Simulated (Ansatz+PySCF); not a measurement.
**singlet NH₃ in separate pieces: levels of theory in one basis**

| atom | x (Å) | y (Å) | z (Å) |
| --- | --- | --- | --- |
| N | 0.0000 | 0.0000 | -0.1456 |
| H | 0.0000 | 0.7999 | 0.5097 |
| H | 0.0000 | -0.7999 | 0.5097 |
| H | 10.0000 | 0.0000 | 0.0000 |

Basis set: 6-31G* (spherical functions). Frozen core: 1 orbital. Charge 0, multiplicity 1.

Computed with Ansatz (development build ahead of 0.2.0); each method stands on the lowest determinant of its kind that the runs found. NEVPT2 correlates all electrons. Active spaces start from the frontier orbitals, and the lowest solution found is given.

```csv
method,E − E(RHF) (eV),<S²> of the determinant
RHF,0.00,0.00
UHF,-7.78,1.01
UHF-MP2,-11.38,1.01
RHF-CCSD,-11.33,–
UHF-CCSD,-11.90,1.01
RHF-CCSD(T),-12.65,–
UHF-CCSD(T),-11.95,1.01
RHF-CCSDT(Q),-11.96,–
UHF-CCSDT(Q),-11.96,1.01
full CI (lowest root of this spin),-11.96,–
"SC-NEVPT2(2,2)",-11.44,–
```

Q: What does CASSCF(2,2) give on the same scale?

A: -7.66 eV.

At such a shape the full CI root can have another spatial symmetry than the determinants, so the rows needn't describe one state.

Q: Is a single determinant a sound starting point here?

A: It is doubtful. Unrestricted orbitals lower Hartree–Fock by 7.78 eV and <S²> is 1.01 where a pure state has 0.00, a sign of strong static correlation. The CASSCF(2,2) natural occupations are 1.00, 1.00.

Caution for RHF, RHF-CCSD, RHF-CCSD(T), RHF-CCSDT(Q): an unrestricted determinant lies well below. Caution for UHF, UHF-MP2, UHF-CCSD, UHF-CCSD(T), UHF-CCSDT(Q): the unrestricted determinant is a mixture of spin states. Caution for UHF-MP2, UHF-CCSD, UHF-CCSD(T), UHF-CCSDT(Q): bonds are stretched, where a single reference can fail. Caution for RHF-CCSD, RHF-CCSDT(Q): large amplitudes, a single reference is doubtful. Caution for RHF-CCSD(T): very large amplitudes, the method is breaking down; the program doubts this total. Caution for RHF-CCSDT(Q): the amplitudes may be one of several solutions.
